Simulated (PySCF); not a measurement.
## Beryllium: a sound run and one with changed settings

Sound run: Be [He] 2s2, Be⁺ [He] 2s1. Calculation: PySCF 2.14, in x2c-SVPall; scalar relativity by spin-free X2C-1e. In the sound run the correlated levels freeze 1s2. The sound run starts from symmetry-adapted Hartree-Fock orbitals and uses a fine grid where one is needed.

A second run was set up differently.

```json
{"species": "Be", "method": "MP2", "sound run (hartree)": "-14.57823", "changed run (hartree)": "-14.57897", "converged": "yes"}
{"species": "Be", "method": "CCSD(T)", "sound run (hartree)": "-14.60039", "changed run (hartree)": "-14.60094", "converged": "yes"}
{"species": "Be⁺", "method": "MP2", "sound run (hartree)": "n/a", "changed run (hartree)": "-14.26387", "converged": "yes"}
{"species": "Be⁺", "method": "CCSD(T)", "sound run (hartree)": "n/a", "changed run (hartree)": "-14.26393", "converged": "yes"}
```

Ionisation energy of Be:

```tsv
method	sound run (eV)	changed run (eV)
UHF	7.970	7.970
MP2	8.569	8.574
SCS-MP2	8.689	8.695
CCSD	9.172	9.170
CCSD(T)	9.172	9.171
```

(1) What was changed?
A. all electrons correlated in a valence basis
B. a valence shell is frozen
C. basis contracted for another Hamiltonian
D. too few SCF iterations

Answers

(1) A. A valence basis has no tight correlating functions, so it recovers only part of the core correlation, and not evenly between atom and ion.
